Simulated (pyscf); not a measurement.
5 gas-phase steps of one pattern: four-centre exchange on the singlet surface, As–H + Ge–O or H–N + O–Si or H–N + S–Si broken and As–Ge + H–O or H–O + N–Si or H–S + N–Si formed. Structures and frequencies: ωB97X-D3(BJ)/def2-SVP in PySCF. Electronic energies in kcal/mol, from the separated reactants; ΔE‡ at ωB97M-D3(BJ)/def2-TZVP, beside the barrier at PBE/def2-TZVP on the same structures. Rows were drawn at random from the steps of this pattern with a verified saddle, stable references and no exit in the data more than 5 kcal/mol lower.

| row | step | ΔE‡(PBE) | ΔE‡ |
|---|---|---|---|
| 1 | AsH₃ (SMILES [AsH3]) + HO–GeH₃ (SMILES [OH][GeH3]) → H₃Ge–AsH₂ (SMILES [GeH3][AsH2]) + H₂O (SMILES O) | 30.4 | 36.9 |
| 2 | H₃Si–SH (SMILES [SiH3]S) + H₂N–SiH₃ (SMILES N[SiH3]) -> H₃Si–NH–SiH₃ (SMILES [SiH3]N[SiH3]) + H₂S (SMILES S) | 21.4 | 23.1 |
| 3 | HO–SiH₃ (SMILES O[SiH3]) + H₂N–SiH₃ (SMILES N[SiH3]) → H₃Si–NH–SiH₃ (SMILES [SiH3]N[SiH3]) + H₂O (SMILES O) | 27.0 | 30.8 |
| 4 | NH₃ (SMILES N) + H₂N–SiH₂–OH (SMILES N[SiH2]O) -> H₂N–SiH₂–NH₂ (SMILES N[SiH2]N) + H₂O (SMILES O) | 26.7 | 30.6 |
| 5 | NH₃ (SMILES N) + H₂N–SiH(NH₂)–OH (SMILES N[SiH](N)O) → H₂N–SiH(NH₂)–NH₂ (SMILES N[SiH](N)N) + H₂O (SMILES O) | 27.9 | ? |

Task: Fit ΔE‡ = a + b·ΔE‡(PBE) to the other rows and predict row 5.

Result: Over the 4 complete rows the means are +26.4 (ΔE‡(PBE)) and 30.4 (ΔE‡); least squares gives b = 1.52 and a = -9.7 kcal/mol, with residuals of 0.4 kcal/mol (root mean square; largest 0.5, row 3). For row 5: -9.7 + 1.52 × (+27.9) = 32.7 kcal/mol. The computed barrier is 31.7 kcal/mol, 1.0 under the line. The line follows the complete rows closely. Each barrier is that of the saddle found. Elements up to Kr have no core potential and no relativistic terms here.
